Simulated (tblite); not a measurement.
C5H11O (doublet state).
Z-matrix (Å and degrees, GFN2-xTB geometry), rows numbered from 1:
```
C 
C   1  1.4731
O   2  1.4084  1  114.31
C   3  1.4228  2  115.06  1   -64.19
C   4  1.5249  3  107.06  2   154.93
C   4  1.5307  3  111.45  2   -83.64
H   1  1.0714  2  119.97  3   164.33
H   1  1.0720  2  119.99  3   -24.03
H   2  1.1048  1  110.21  3  -126.04
H   2  1.1054  1  110.76  3   116.75
H   4  1.1022  3  108.69  2    36.68
H   5  1.0864  4  110.32  3  -178.22
H   5  1.0865  4  109.99  3   -57.61
H   5  1.0864  4  109.51  3    61.50
H   6  1.0877  4  110.93  3    62.39
H   6  1.0866  4  109.93  3  -177.63
H   6  1.0874  4  109.71  3   -57.64
```

Method: GFN2-xTB as coded in tblite; computed harmonic values from a numerical Hessian at the method's own geometry, unscaled. Against measured fundamentals such values can be off by several per cent, at times by over 20. One conformer, not necessarily the lowest. Open shells enter through the occupations alone, without spin polarisation, and single modes of such species can be off by tens of per cent.

Harmonic wavenumbers (cm⁻¹): 52.2, 116.2, 167.0, 186.4, 206.1, 257.0, 339.9, 411.3, 418.9, 440.8, 527.9, 827.0, 873.8, 931.0, 936.6, 967.1, 981.1, 1074.2, 1127.9, 1131.1, 1143.0, 1174.5, 1207.3, 1307.5, 1310.4, 1321.4, 1376.5, 1391.8, 1404.0, 1425.8, 1474.8, 1487.7, 1491.1, 1500.2, 2767.9, 2814.1, 2837.3, 3031.7, 3041.3, 3041.6, 3046.2, 3048.5, 3052.3, 3140.1, 3190.1.

A = 5768, B = 2276, C = 1984 MHz; mass 87.081 u (most abundant isotopes); point group C1, symmetry number 1; spin multiplicity 2.

Q: Zero-point energy?

A: ½Σν̃ = 32000 cm⁻¹ = 91.49 kcal/mol.

Q: What is S at 400 K and 1 bar for an ideal gas of classical rigid rotors and harmonic oscillators?

A: Translation 40.79, rotation 27.79, vibration 30.28, spin (R ln 2) 1.38: S = 100.2 cal/(mol K).

Q: And Cp and H(400 K) − H(0)?

A: Cp = 39.91 cal/(mol K), of which vibrations give 31.96 (their classical limit is 45 R = 89.4); H(400 K) − H(0) = 9.61 kcal/mol without the zero-point energy, 6.43 from vibrations.

Q: Blend soft modes into free rotors: weight 1/[1 + (100 cm⁻¹/ν̃)⁴] for the oscillator and the rest for a rotor with moment μB/(μ + B), μ = h/(8π²ν), B = 10⁻⁴⁴ kg m². What vibrational entropy results?

A: 28.53 cal/(mol K) in place of 30.28, which changes −T·S at 400 K by +0.70 kcal/mol.

Q: What must be added to the electronic energy to get the Gibbs energy at 400 K and 1 bar?

A: ZPE + [H(400 K) − H(0)] − T·S = 91.49 + 9.61 − 40.10 = 61.00 kcal/mol.

Hindered rotation and anharmonicity are outside this model. Other conformers, if any are populated, would add a mixing term that is left out. The structure is chiral; the term R ln 2 for an equal mix with its mirror image is left out.

The run took 0.4 s of wall time on one thread of an Arm Neoverse V1, shared host. This covers the Hessian and the dipole derivatives.
